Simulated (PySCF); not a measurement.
CH₃ at several levels of theory

All levels use the PBE0 minimum (doublet; C–H 1.080 Å (×3); H–C–H 120.0° (×3)), basis [C def2-TZVP, H def2-TZVP], no relativity, density fitting, no spin–orbit coupling, PySCF. For vertical energies the ionised species is a singlet (spins chosen at PBE0 and kept) and the electron-attached one a singlet. Atomisation goes to high-spin ground-configuration atoms, without zero-point energy. Open shells are unrestricted, also as the reference of the correlated levels. A dash marks a value that was not computed or is not defined at that level.

Z-matrix (Å, degrees; charge 0 multiplicity 2):
```
C
H  1 1.0799
H  1 1.0799 2 120.00
H  1 1.0799 2 120.00 3 180.00
```

```csv
level,atomisation (kJ/mol),vertical IP (eV),vertical EA (eV),−ε(HOMO) (eV)
PBE0,1288,9.96,-0.69,6.81
CCSD(T),1242,9.70,-0.78,–
HF,1013,8.98,-2.03,10.47
PBE,1295,10.01,-0.56,5.38
r2SCAN,1300,10.12,-0.77,5.87
B3LYP,1294,9.91,-0.55,6.45
TPSSh,1310,9.89,-0.75,6.06
MP2,1233,9.68,-0.72,–
wB97X,1280,9.75,-0.58,9.14
revPBE,1270,9.96,-0.65,5.35
```

For CH₃ itself CCSD(T) correlates 7 electrons; T1 = 0.009, D1 = 0.017, (T) = -11 kJ/mol.

(1) Which levels differ least and most from CCSD(T) in the atomisation?

Results:

(1) Least: MP2 (-9 kJ/mol); most: HF (-229 kJ/mol). CCSD(T) atomisation energies in a triple-zeta basis lie tens of kJ/mol low, so this is no ranking by accuracy.

Without diffuse functions attachment energies tend to come out too low.
